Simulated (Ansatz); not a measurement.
The same path of CH₆NSi (9 atoms, charge 0, multiplicity 2) was run twice with different band settings. Lost on the way: Si2–H6. Made: N3–H6.

Method: Ansatz, UKS B3LYP-D4/def2-mTZVP.

Relaxed end points:

```xyz
9
Properties=species:S:1:pos:R:3
C -0.915 0.612 -1.096
Si 0.563 0.206 -0.065
N 0.145 -0.993 1.113
H -1.654 -0.134 -1.366
H -1.094 1.599 -1.508
H 1.083 1.493 0.481
H 1.660 -0.403 -0.865
H 0.855 -1.618 1.470
H -0.555 -0.808 1.819
```

```xyz
9
Properties=species:S:1:pos:R:3
C -0.865 0.705 -1.113
Si 0.501 1.024 0.053
N 0.378 -0.769 1.045
H -1.905 0.653 -0.796
H -0.774 1.040 -2.144
H 0.338 -1.536 0.375
H 1.725 0.559 -0.715
H 1.164 -0.920 1.675
H -0.473 -0.802 1.603
```

Common settings: movable images 5; climbing image yes; spring 5.0 eV/Å²; optimiser quadratic models (default); start path through a guess of the saddle point; iteration limit 60; end points relaxed.

| run | force threshold |
| --- | --- |
| 1 | 0.05 eV/Å |
| 2 | 0.2 eV/Å |

(1) What does each run give, and how far can it be trusted?

## Answers

(1) Run 1: converged after 55 iterations, highest image 2.857 eV above the first end. The profile has 2 maxima (images 2, 4) with wells between them (image 3): this band takes more than one step, which may be the mechanism or a detour left from its start path. Neighbouring images differ by up to 2.8 eV, so the band resolves the path poorly. A vibrational analysis at the climbing image gives one clearly imaginary mode, 1443i cm⁻¹: a first-order saddle point.
Run 2: converged after 25 iterations, highest image 2.894 eV above the first end. The threshold of 0.2 eV/Å is loose, so the images may lie well off the minimum-energy path. The profile has 2 maxima (images 2, 4) with wells between them (image 3): this band takes more than one step, which may be the mechanism or a detour left from its start path. Neighbouring images differ by up to 2.8 eV, so the band resolves the path poorly. The order of the stationary point at the top wasn't checked.
